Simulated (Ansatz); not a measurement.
Total energies of C$_{2}$H$_{2}$FNO, SMILES `NC(F)=C=O`.

Cartesian coordinates in Å:
```
N 0.881 -0.285 -0.495
C -0.359 -0.151 0.067
F -1.302 -1.132 -0.052
C -0.682 0.933 0.743
O -0.940 1.898 1.333
H 1.483 -0.988 -0.091
H 0.919 -0.274 -1.504
```

Total charge 0; spin multiplicity 1. All single points use the PBE0-D4/def2-TZVP geometry. It is one conformer, not always the lowest. Basis def2-TZVPP, the Gaussian-basis code of Ansatz.

RPA on PBE orbitals: Hartree–Fock energy of these orbitals -305.64989 Eh, correlation -1.50453 Eh (frozen core).

```tsv
functional	energy without D4 (Eh)	D4 term (kJ/mol)
LDA (SPW92)	-305.00374	–
PBE	-306.98249	-10.2
revPBE	-307.21807	-36.7
BLYP	-307.25689	-23.3
r2SCAN	-307.15245	-2.5
B97M-V	-307.23559	–
PBE0	-306.97503	-8.5
B3LYP	-307.30560	-16.4
r2SCANh	-307.13192	-2.6
r2SCAN0	-307.10260	-2.9
HSE06 (plane-wave form)	-306.96127	-7.8
BHLYP	-307.14476	-11.2
CAM-B3LYP	-307.19367	-8.4
LC-ωPBE	-307.10963	–
ωB97X-V	-307.19938	–
ωB97M-V	-307.21546	–
B2PLYP	-307.09605	–
PBE-QIDH	-306.92262	–
```

B3LYP takes the VWN-RPA correlation (the form of Gaussian; ORCA's B3LYP/G). HSE06 is the plane-wave form, built on full-range PBE exchange. The double hybrids freeze the cores in their second-order part.

LC-ωPBE has ω = 0.4 bohr⁻¹.
